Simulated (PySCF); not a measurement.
# Fractional electron number in He (helium, neutral)

The 1s beta orbital of 1s2 is emptied in steps (occupation f), with all orbitals relaxed, ending at 1s1. Computed with PySCF 2.14 in aug-pcseg-2 (4s3p2d, 23 functions), with no relativity, point nucleus. The exact energy is a straight line in f; departures are measured from the line between the end points of the same method.

```csv
f,LDA (eV),r2SCAN (eV),BHandHLYP (eV)
1,0.000,0.000,0.000
0.9,-0.791,-0.724,-0.353
0.7,-1.833,-1.654,-0.830
0.5,-2.147,-1.898,-0.999
0.3,-1.742,-1.499,-0.851
0.1,-0.684,-0.575,-0.364
0,0.000,0.000,0.000
```

Q: For BHandHLYP, how does the orbital energy at f = 1 compare with the removal energy?

A: −ε = 20.838 eV against a total-energy difference of 24.736 eV. By Janak's theorem ε = ∂E/∂f, so the gap between them reflects the curvature. Along the path −ε is 21.586 (f = 0.9), 23.115 (f = 0.7), 24.675 (f = 0.5), 26.293 (f = 0.3), 28.083 (f = 0.1) eV.

| method | E(f=0) − E(f=1) (eV) | −ε at f=1 (eV) | −ε at f=0.5 (eV) |
| --- | --- | --- | --- |
| LDA | 24.317 | 15.525 | 24.570 |
| r2SCAN | 24.640 | 16.541 | 25.088 |
| BHandHLYP | 24.736 | 20.838 | 24.675 |

As f goes to zero the orbital energy of a semilocal functional can turn back, because the density of that orbital vanishes from the exchange-correlation potential.

Reference removal energy between the ground levels: 24.587 eV (measured; NIST Atomic Spectra Database, ionization energies).
